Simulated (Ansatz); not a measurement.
Geometry optimisation, UKS B3LYP-D4/def2-SVP (Ansatz).

The input (input.yaml):

```yaml
crystal:
  periodic: [false, false, false]
  atoms:
    - { symbol: C, position_ang: [0.1636, 1.0293, 1.8521] }
    - { symbol: C, position_ang: [-0.1889, 0.2818, 0.8548] }
    - { symbol: C, position_ang: [-0.5186, -0.51, -0.1425] }
    - { symbol: C, position_ang: [0.2058, -0.4552, -1.4901] }
    - { symbol: Cl, position_ang: [0.8295, -2.0584, -1.9023] }
    - { symbol: H, position_ang: [0.992, 0.904, 2.4487] }
    - { symbol: H, position_ang: [-0.4851, 1.9275, 2.0838] }
    - { symbol: H, position_ang: [-1.2268, -1.2343, 0.0238] }
    - { symbol: H, position_ang: [-0.6221, -0.2153, -2.1976] }
    - { symbol: H, position_ang: [0.9336, 0.2795, -1.5278] }
magnetization:
  spin_polarized: true
basis:
  gaussian: { orbitals: def2-SVP }
hamiltonian:
  xc: b3lyp
  dispersion: d4
relax:
  f_tol: 0.02
  max_steps: 50
output:
  orbitals: {}
```

Run as:

```bash
$ ansatz run input.yaml --threads 2 --pin off --max-ram 3072MiB --backend cpu --events-out ev --progress --plain --runs-dir out
```

Q: Where does it end, and by what steps?

A: The forces met the threshold. After 8 steps the energy has fallen by 0.478 eV; H7 moved furthest, 0.20 Å.

```json
{"step": "0", "energy less start (eV)": "0.0000", "largest force component (eV/Å)": "4.086", "accepted": "yes"}
{"step": "1", "energy less start (eV)": "-0.4146", "largest force component (eV/Å)": "1.057", "accepted": "yes"}
{"step": "2", "energy less start (eV)": "-0.3055", "largest force component (eV/Å)": "1.685", "accepted": "no"}
{"step": "3", "energy less start (eV)": "-0.4566", "largest force component (eV/Å)": "0.374", "accepted": "yes"}
{"step": "4", "energy less start (eV)": "-0.4718", "largest force component (eV/Å)": "0.118", "accepted": "yes"}
{"step": "5", "energy less start (eV)": "-0.4753", "largest force component (eV/Å)": "0.113", "accepted": "yes"}
{"step": "6", "energy less start (eV)": "-0.4769", "largest force component (eV/Å)": "0.041", "accepted": "yes"}
{"step": "7", "energy less start (eV)": "-0.4781", "largest force component (eV/Å)": "0.040", "accepted": "yes"}
{"step": "8", "energy less start (eV)": "-0.4782", "largest force component (eV/Å)": "0.010", "accepted": "yes"}
```

```xyz
10
Properties=species:S:1:pos:R:3
C 0.158 1.062 1.853
C -0.181 0.269 0.870
C -0.517 -0.518 -0.125
C 0.115 -0.449 -1.481
Cl 0.974 -2.002 -1.889
H 0.946 0.783 2.563
H -0.334 2.030 2.004
H -1.299 -1.274 0.020
H -0.637 -0.310 -2.269
H 0.857 0.357 -1.543
```

Whether the end is a true minimum wasn't checked by a vibrational analysis.

Run time: 75 s on 2 threads of Intel(R) Xeon(R) Platinum 8259CL CPU @ 2.50GHz (Skylake/Cascade Lake), with other jobs on the host, peak memory 0.3 GiB.
